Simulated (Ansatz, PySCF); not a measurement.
Molecule: CH3, charge -1, multiplicity 1. Whether it binds its extra electron was not tested at this geometry. 
Coordinates optimised at B3LYP-D3(BJ)/def2-TZVP (Ansatz, a program for electronic structure):
```
C
H 1 1.1128
H 1 1.1128 2 104.47
H 1 1.1128 2 104.47 3 -109.46
```
Charge -1, spin multiplicity 1.

Total electronic energies in hartree. Correlated levels leave the core frozen unless marked. No spin-orbit coupling. Non-relativistic. FCI takes restricted orbitals. CBS marks a two-point X^-3 extrapolation of the correlation energy; Hartree-Fock from the larger set. [CCSD(T)-MP2]/basis is that difference in the basis named.

```tsv
level	program	energy (Eh)
TPSS-D4/def2-TZVPD	PySCF + dftd4	-39.85626
r2SCAN-D3(BJ)/def2-TZVPD	Ansatz + dftd3	-39.81559
B3LYP-D4/def2-TZVPD	Ansatz + dftd4	-39.85696
PW6B95-D4/def2-TZVPD	PySCF + dftd4	[?]
RI-MP2/CBS(aug-cc-pVTZ,aug-cc-pVQZ)	Ansatz	-39.7595
FCI/6-31G	Ansatz	[?]
RI-MP2/CBS(def2-TZVPPD,def2-QZVPPD)+[CCSD(T)-MP2]/def2-SVPD	Ansatz	-39.7799
CCSD(T)/CBS(aug-cc-pVTZ,aug-cc-pVQZ)	Ansatz	-39.7791
CCSD(T)/CBS(def2-TZVPPD,def2-QZVPPD)	Ansatz	-39.7752
```

Complete the blanks.


- PW6B95-D4/def2-TZVPD, energy (Eh): -39.89528
- FCI/6-31G, energy (Eh): -39.56339
